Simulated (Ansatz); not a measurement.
**C8H18: geometry optimisation**

Aim: relax C8H18 from a cheap starting geometry.

Method: RKS PBE0-D4/def2-TZVP; program: Ansatz 0.2.0, Gaussian basis.

The runs, in order: relaxation at PBE0-D4/def2-TZVP.

1 further run of the same task is left out (set aside as unsound or not needed).

**1. Where the work starts**

SMILES `CCCC(C)CCC`, 26 atoms, charge 0, spin multiplicity 1.

Atoms are counted from 1 here; the program's logs count them from 0.

Bond lengths: C1–C2 1.524 Å, C1–H9 1.088 Å, C1–H10 1.088 Å, C1–H11 1.088 Å, C2–C3 1.527 Å, C2–H12 1.093 Å, C2–H13 1.091 Å, C3–C4 1.532 Å, C3–H14 1.091 Å, C3–H15 1.093 Å, C4–C5 1.529 Å, C4–C6 1.537 Å, C4–H16 1.098 Å, C5–H17 1.088 Å, C5–H18 1.088 Å, C5–H19 1.087 Å, C6–C7 1.536 Å, C6–H20 1.093 Å and more. Angles: C2–C1–H9 110.6°, C2–C1–H10 110.7°, C2–C1–H11 110.6°, H9–C1–H10 108.3°, H9–C1–H11 108.2°, H10–C1–H11 108.4°, C1–C2–C3 111.5°, C1–C2–H12 109.4°, C1–C2–H13 109.1°, C3–C2–H12 109.2°, C3–C2–H13 110.1°, H12–C2–H13 107.6°, C2–C3–C4 113.7°, C2–C3–H14 109.6°, C2–C3–H15 108.2°, C4–C3–H14 109.7°, C4–C3–H15 108.3°, H14–C3–H15 107.1° and more.

The start is a GFN2-xTB geometry.

**2. Relaxation at PBE0-D4/def2-TZVP**

in.yaml reads:

```yaml
crystal:
  periodic: [false, false, false]
  atoms:
    - {symbol: C, position_ang: [-0.429060, -3.014720, -0.553730]}
    - {symbol: C, position_ang: [0.099550, -1.641510, -0.950990]}
    - {symbol: C, position_ang: [0.646690, -0.882040, 0.255720]}
    - {symbol: C, position_ang: [1.231190, 0.490210, -0.094340]}
    - {symbol: C, position_ang: [2.050980, 1.026140, 1.080160]}
    - {symbol: C, position_ang: [0.179560, 1.515920, -0.547910]}
    - {symbol: C, position_ang: [-0.942280, 1.819240, 0.456850]}
    - {symbol: C, position_ang: [-2.257020, 1.120670, 0.124330]}
    - {symbol: H, position_ang: [-1.233500, -2.919050, 0.172940]}
    - {symbol: H, position_ang: [-0.813930, -3.544640, -1.422090]}
    - {symbol: H, position_ang: [0.361600, -3.614910, -0.108220]}
    - {symbol: H, position_ang: [0.894200, -1.759730, -1.691650]}
    - {symbol: H, position_ang: [-0.704490, -1.071630, -1.418880]}
    - {symbol: H, position_ang: [-0.139320, -0.766630, 1.003510]}
    - {symbol: H, position_ang: [1.437180, -1.485700, 0.709890]}
    - {symbol: H, position_ang: [1.918430, 0.353410, -0.939100]}
    - {symbol: H, position_ang: [2.451020, 2.010940, 0.849290]}
    - {symbol: H, position_ang: [2.884410, 0.360830, 1.295060]}
    - {symbol: H, position_ang: [1.444890, 1.105570, 1.979260]}
    - {symbol: H, position_ang: [0.715030, 2.441510, -0.773120]}
    - {symbol: H, position_ang: [-0.266160, 1.175520, -1.484190]}
    - {symbol: H, position_ang: [-0.631910, 1.535850, 1.462690]}
    - {symbol: H, position_ang: [-1.124490, 2.895980, 0.471070]}
    - {symbol: H, position_ang: [-2.146670, 0.040190, 0.145330]}
    - {symbol: H, position_ang: [-3.024350, 1.398270, 0.844670]}
    - {symbol: H, position_ang: [-2.601530, 1.410300, -0.866540]}
basis:
  gaussian: {orbitals: def2-TZVP}
hamiltonian: {xc: pbe0, dispersion: d4}
relax: {f_tol: 0.005, max_steps: 150}
```

Before running them: what should the planned runs give, taken together? Wanted: point group; shift from the start; total energy; dispersion term; dipole moment.

**Answer**, as computed:

```
                  quantity          value
               point group             C1
                     steps             12
shift from the start (rms)        0.139 Å
              total energy  -8583.3180 eV
           dispersion term       -512 meV
             dipole moment         0.17 D
```

What this shows: The relaxed geometry lies 0.14 Å (rms) from the start; the bond that changed most is C2–C3, from 1.527 to 1.520 Å. No vibrations were run, so it is not proven to be a minimum. The largest Mulliken charge, -0.40 e, sits on C8.
